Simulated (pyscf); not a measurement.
•H₂Si–PH₂ (SMILES [SiH2]P) + H• (SMILES [H]) -> PH₂• (SMILES [PH2]) + SiH₃• (SMILES [SiH3]) (substitution at Si; triplet surface; P–Si broken, H–Si formed). Structures and frequencies: ωB97X-D3(BJ)/def2-SVP in PySCF. Correlated levels are frozen-core, on RHF or UHF. ΔMP2 is the change of the MP2 total energy from the triple- to the quadruple-zeta basis. Energies in kcal/mol from the separated reactants.

| level | barrier | reaction energy |
|---|---|---|
| PBE/def2-TZVP | 0.4 | -15.2 |
| B3LYP-D3(BJ)/def2-TZVP | 3.1 | -20.3 |
| M06-2X/def2-TZVP | 7.2 | -18.9 |
| ωB97M-D3(BJ)/def2-TZVP | 7.4 | -18.6 |
| MP2/def2-QZVPP | 12.3 | -15.9 |
| CCSD/def2-TZVPP | (withheld) | -23.1 |
| CCSD(T)/def2-TZVPP + ΔMP2(QZVPP) | (withheld) | (withheld) |

Question: Complete the blanks.

Answer: 
- CCSD/def2-TZVPP, barrier: 9.7
- CCSD(T)/def2-TZVPP + ΔMP2(QZVPP), barrier: 7.7
- CCSD(T)/def2-TZVPP + ΔMP2(QZVPP), reaction energy: -20.1

Of the functionals in the table, ωB97M-D3(BJ) is closest to CCSD(T)/def2-TZVPP + ΔMP2(QZVPP) in the barrier (0.3 kcal/mol apart) and PBE least close (7.3 kcal/mol); that level has limits of its own. •H₂Si–PH₂ + H• also meet on a surface of lower spin, which isn't treated here. PH₂• + SiH₃• also meet on a surface of lower spin, which isn't treated here. •H₂Si–PH₂ lies 7.2 kcal/mol over its isomer H₃Si–PH•, and others may lie lower still (electronic energy, ωB97M-D3(BJ)). This is the saddle that the search found; another between the same sides may lie lower. The angle at the attacked Si is 149°. The CCSD(T) − MP2 part came from Ansatz, without density fitting, on the same reference.
